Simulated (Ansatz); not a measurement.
in.yaml

```yaml
crystal:
  periodic: [false, false, false]
  atoms:
    - {symbol: B, position_ang: [0.000000, 0.000000, 0.361431]}
    - {symbol: O, position_ang: [0.000000, 0.000000, -1.895569]}
    - {symbol: H, position_ang: [0.000000, 0.000000, 1.534138]}
basis:
  gaussian: {orbitals: 6-31G}
correlation: {method: sc_nevpt2, electrons: outside_noble_gas, active_space: {window: {electrons: 4, orbitals: 8}}}
scf: {lower_state_search: light}
output: {forces: true}
```

```sh
$ ansatz run in.yaml --threads 1 --pin off --events-out ev --progress --plain --max-ram 2393MiB
```

Roughly how long does this take on 1 thread of Intel Xeon Platinum 8375C, shared host, and how much host memory?

5.5 s wall and 0.18 GiB.

```
233 factors; integrals over basis functions are off by at most 2.5e-4 eV
mean field evaluation 1: about -2698.5833 eV, gradient 6.4e1 eV
mean field evaluation 2: about -2698.5827 eV, gradient 6.4e1 eV
mean field evaluation 4: about -2708.5766 eV, gradient 3.9e1 eV
mean field evaluation 8: about -2716.0650 eV, gradient 2.6e-1 eV
mean field evaluation 16: about -2707.4222 eV, gradient 1.5e1 eV
mean field evaluation 32: about -2716.0638 eV, gradient 3.3e-2 eV
mean field evaluation 64: about -2705.8177 eV, gradient 4.1e1 eV
mean field evaluation 96: about -2713.0004 eV, gradient 2.6e1 eV
mean field -2716.06384640 eV, -99.8135053410 hartree, gradient 3.5e-6 eV, S^2 0.000000; 8 other end points of the search recorded, 0 dependent functions left out; unrestricted orbitals would lower it
reference -2716.06384640 eV, -99.8135053410 hartree; 7, 7 occupied and 13, 13 virtual orbitals, 233 factors
state -2719.15008960 eV, -99.9269226867 hartree
state -2719.15008960 eV, -99.9269226867 hartree; corrected -2721.27220157 eV, -100.0049088632 hartree
state -2717.80408270 eV, -99.8774578455 hartree
state -2717.80408270 eV, -99.8774578455 hartree; corrected -2720.50084935 eV, -99.9765621917 hartree
state -2719.15008960 eV, -99.9269226867 hartree; corrected -2721.27220157 eV, -100.0049088632 hartree
the calculation of the forces begins
Total energy: -2721.27220157 eV, -100.0049088632 hartree
Atom 0 at     0.000000     0.000000     0.361431 Å, force    -0.000000    -0.000000    -4.415581 eV/Å
Atom 1 at     0.000000     0.000000    -1.895569 Å, force     0.000000     0.000000     4.063282 eV/Å
Atom 2 at     0.000000     0.000000     1.534138 Å, force     0.000000     0.000000     0.352300 eV/Å
Dipole moment:     0.000000     0.000000     0.539504 e Å
```

Natural occupations: 1.6887 1.5003 0.4893 0.3121 0.0038 0.0028 0.0016 0.0015.

Forces (eV/Å):
```
B    0.000  0.000 -4.416
O    0.000  0.000  4.063
H    0.000  0.000  0.352
```
